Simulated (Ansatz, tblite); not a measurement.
**The cluster GeAu2−: one state, many levels**

How do method and basis change the picture of the cluster GeAu2− (doublet)?

Computed with Ansatz 0.2.0, Gaussian basis. Level: as each input shows.

The runs, in order: GFN2-xTB, PBE-D4/def2-TZVPD, r2SCAN-D4/def2-TZVPD, PBE-QIDH/def2-TZVPD, LDA/def2-TZVPD, HF/def2-TZVPD, ωB97X-V/def2-TZVPD, B3LYP-D4/def2-TZVPD, PBE+5HF/def2-TZVPD, PBE+10HF/def2-TZVPD, PBE+15HF/def2-TZVPD, PBE+35HF/def2-TZVPD, PBE+50HF/def2-TZVPD, PBE-D4/def2-SVPD, PBE0-D4/def2-SVPD, CCSD(T)/def2-SVPD, MP2/def2-TZVPD, RPA/def2-TZVPD.

## (1) The geometry

The geometry is that of the doublet, from an earlier relaxation (r2SCAN-D4/def2-TZVPD). At that level it is the lowest of the isomers that a small search found.

3 atoms, charge -1, spin multiplicity 2.

Bond lengths: Au1–Au2 3.166 Å, Au1–Ge3 2.396 Å, Au2–Ge3 2.396 Å. Angles: Au2–Au1–Ge3 48.6°, Au1–Au2–Ge3 48.6°, Au1–Ge3–Au2 82.7°.

Au takes a core potential in the def2 sets. No spin-orbit coupling is included. The ion is computed in the gas phase, without counter-ions or solvent.

PBE0-D4/def2-TZVPD was run before; its log isn't repeated, and its numbers join the tables.

## (2) GFN2-xTB

Tight binding, by tblite at 300 K electronic temperature and without a spin-polarisation term:

```python
tblite.interface.Calculator('GFN2-xTB', numbers, positions, charge=-1, uhf=1).singlepoint()
```

Energy -265.6652 eV; 0.002 s.

## (3) PBE-D4/def2-TZVPD

start.molden holds the orbitals of an earlier run on this state, given as this run's starting guess.

Contents of in.yaml:

```yaml
crystal:
  periodic: [false, false, false]
  atoms:
    - {symbol: Au, position_ang: [-1.463162, 0.765064, -0.372823]}
    - {symbol: Au, position_ang: [0.622327, -1.039341, 1.182216]}
    - {symbol: Ge, position_ang: [0.840836, 0.274277, -0.809403]}
basis:
  gaussian: {orbitals: def2-TZVPD, initial_orbitals: start.molden}
total_charge: -1
magnetization: {spin_polarized: true, initial_magnetization: 1}
hamiltonian: {xc: pbe, dispersion: d4}
scf: {omitted_lower_state_checks: [starts]}
output: {orbitals: {seedname: orbitals}}
```

Command:

```bash
> ansatz run in.yaml --threads 4 --pin off --events-out ev --progress --plain --max-ram 3916MiB
```

After this run come: r2SCAN-D4/def2-TZVPD; PBE-QIDH/def2-TZVPD; LDA/def2-TZVPD; HF/def2-TZVPD; ωB97X-V/def2-TZVPD; B3LYP-D4/def2-TZVPD; PBE+5HF/def2-TZVPD; PBE+10HF/def2-TZVPD; PBE+15HF/def2-TZVPD; PBE+35HF/def2-TZVPD; PBE+50HF/def2-TZVPD; PBE-D4/def2-SVPD; PBE0-D4/def2-SVPD; CCSD(T)/def2-SVPD; MP2/def2-TZVPD; RPA/def2-TZVPD.

Q: Predict the results of all the runs planned. Wanted: gap in def2-TZVPD, named functionals and Hartree-Fock, smallest and largest; gap over the share of exact exchange; correlation energy, CCSD(T)/def2-SVPD; correlation energy, MP2/def2-TZVPD; ⟨S²⟩ in def2-TZVPD, named functionals and Hartree-Fock, smallest and largest; PBE0 total energy, smallest basis above largest.

As calculated:

```
                                                                    quantity                            value
 gap in def2-TZVPD, named functionals and Hartree-Fock, smallest and largest      0.57 eV (LDA), 6.49 eV (HF)
                                        gap over the share of exact exchange     0.82 eV at 0, 3.80 eV at 0.5
                                       correlation energy, CCSD(T)/def2-SVPD                        -26.56 eV
                                          correlation energy, MP2/def2-TZVPD                        -31.69 eV
⟨S²⟩ in def2-TZVPD, named functionals and Hartree-Fock, smallest and largest                     0.752, 0.962
                             PBE0 total energy, smallest basis above largest  7.52 eV (def2-SVPD, def2-TZVPD)
```

In words: Orbital gaps of the named functionals and Hartree-Fock in def2-TZVPD span 0.57 eV (LDA) to 6.49 eV (HF); exact exchange widens it. Raising the share of exact exchange from 0 to 0.5 moves the HOMO by -1.59 eV and the LUMO by +1.38 eV. Over the named functionals and Hartree-Fock in def2-TZVPD spin contamination reaches 0.21 (HF). LDA, PBE-D4, r2SCAN-D4, B3LYP-D4 put the HOMO above zero; others here keep it below zero, so the sign hangs on the functional's self-interaction and doesn't show that the species is unbound. Notes on CCSD(T)/def2-SVPD: spin contamination.
